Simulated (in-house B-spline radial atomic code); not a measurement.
# RPA and G0W0 on PBEsol: Ne

Configuration [He] 2s2 2p6, mean-field start PBEsol. Computed with a B-spline radial code for spherical atoms: all electrons, non-relativistic, point nucleus, each spin shell either full or empty, empty states to l = 9 with an (l + 1/2)⁻⁴ tail; G0W0 by contour deformation at full frequency.

Command:
```bash
python run_gw.py task.json out
```
Settings (radii: box in bohr, nucleus in fm):
```
Z                        10
electrons                10
configuration            [He] 2s2 2p6
hamiltonian              nr
method                   pbesol
lmax                     9
spin_polarised           False
box_radius               40
intervals                51
```

Cost of the run: 1 s on 1 thread of Arm Neoverse N1, with other jobs on the host.

Energies (hartree):

| term | value |
| --- | --- |
| mean-field total | -128.52573 |
| Hartree-Fock functional on these orbitals | -128.53641 |
| direct second order | -0.75676 |
| second-order exchange | 0.26356 |
| SOSEX correction | 0.22604 |

**Question.** What is the RPA correlation energy, and what remains with SOSEX?

**Answer.** RPA gives -0.60714 hartree (-1.65 eV per electron); RPA + SOSEX gives -0.38109, and the second-order doubles -0.49319 hartree (no singles). SOSEX takes back 37 % of the RPA value.

Quasi-particle levels (eV):

| level | occupied | mean field | Σx - vxc | Σc | QP weight | G0W0 |
| --- | --- | --- | --- | --- | --- | --- |
| 2p | yes | -13.284 | -10.59 | ? | ? | ? |

G0W0 = mean field + (Σx - vxc) + Σc, with Σc (partial-wave tail included) taken at the quasi-particle energy. Levels of low weight are left out.

**Question.** Where does G0W0 put 2p?

**Answer.** At -20.677 eV, with Σc = 3.20 eV and a quasi-particle weight of 0.810. The tabulated removal energy is 21.565 eV (NIST, measured).
